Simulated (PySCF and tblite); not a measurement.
Values are calculated unless marked as measured or tabulated.
**Conformers and averaged properties: C₅H₁₀O, numbered as in [CH3:1][C:2](=[O:3])[CH:4]([CH3:5])[CH3:6]**

The ensemble was built from 90 distance-geometry starts (ETKDG and KDG, MMFF94s, GFN2-xTB) and rests on PBE0-D3(BJ)/def2-SVP geometries. Weights use PBE0-D3(BJ)/def2-TZVP (IEF-PCM, chloroform) energies plus GFN2-xTB zero-point and thermal terms (modes under about 100 cm⁻¹ blended into free rotors). Symmetry numbers and mirror images are counted. Conformers within 3 kcal/mol (GFN2-xTB free energy) were kept, 8 at most. GIAO shieldings: PBE0/pcSseg-1 (IEF-PCM, chloroform). Couplings: B3LYP/pcSseg-1 with pcJ-1 on H (gas phase; spin-dipole term only for pairs with B, N, F, Si or P). TDDFT excitations: PBE0/def2-SVPD (IEF-PCM, chloroform). Couplings are for ¹H. Shifts are against TMS (¹H), TMS (¹³C) at the same level. Run with PySCF (density fitting) and tblite.

Torsions listed: O3–C2–C4–C5. Of a mirror pair one member is shown.

| conformer | shape | symmetry | E(GFN2) kcal/mol | E(DFT) kcal/mol | G(298.15 K) kcal/mol | weight % | dipole D |
| --- | --- | --- | --- | --- | --- | --- | --- |
| 1 | -95° | C1 (pair) | 0.00 | 0.00 | 0.00 | 81.8 | 3.59 |
| 2 | 136° | C1 (pair) | 0.12 | 0.51 | 0.89 | 18.2 | 3.68 |

Weights (%) against temperature:

```
 T (K)     1     2  S(mix) cal/mol/K
   180  90.4   9.6              2.01
   230  86.3  13.7              2.17
298.15  81.8  18.2              2.32
   330  80.1  19.9              2.37
   400  77.1  22.9              2.45
```

Averaged shifts at 298.15 K. ¹H: 2.38 (H4, 1H), 2.22 (H1, 3H), 1.04 (H5/H6, 6H) ppm. ¹³C: 222.1 (C2), 43.9 (C4), 30.3 (C1), 20.4 (C5/C6) ppm.

Averaged couplings (Hz): ²J(H1,H1) -15.6, ⁴J(H1,H4) 0.5, ³J(H4,H5) 7.6, ²J(H5,H5) -14.1.

Coordinates of conformer 1 (Å):

```xyz
16

C     2.134   -0.226   -0.237
C     0.906    0.292    0.471
O     0.965    0.775    1.577
C    -0.419    0.165   -0.273
C    -0.978   -1.241   -0.028
C    -1.399    1.242    0.164
H     2.406    0.484   -1.036
H     1.946   -1.195   -0.723
H     2.970   -0.307    0.469
H    -0.207    0.263   -1.353
H    -1.187   -1.387    1.044
H    -1.920   -1.381   -0.580
H    -0.282   -2.031   -0.349
H    -1.558    1.190    1.250
H    -2.368    1.119   -0.342
H    -1.017    2.248   -0.064
```

Coordinates of conformer 2 (Å):

```xyz
16

C     1.808   -0.345    0.464
C     0.966   -0.111   -0.767
O     1.467   -0.009   -1.861
C    -0.542    0.017   -0.585
C    -1.133   -1.043    0.338
C    -0.876    1.432   -0.108
H     1.690   -1.389    0.796
H     1.497    0.295    1.304
H     2.864   -0.168    0.222
H    -0.951   -0.109   -1.600
H    -2.231   -0.964    0.355
H    -0.879   -2.062    0.006
H    -0.781   -0.925    1.375
H    -0.458    2.191   -0.786
H    -0.481    1.622    0.904
H    -1.966    1.576   -0.068
```

Shifts are unscaled: against experiment ¹³C can be off by 15 ppm or more and ¹H by 0.8 ppm.

Search and properties took 4.3 min on 1 thread of Arm Neoverse N1 (shared host) (rough), launched as `OMP_NUM_THREADS=1 python ens_run.py task.json out`.
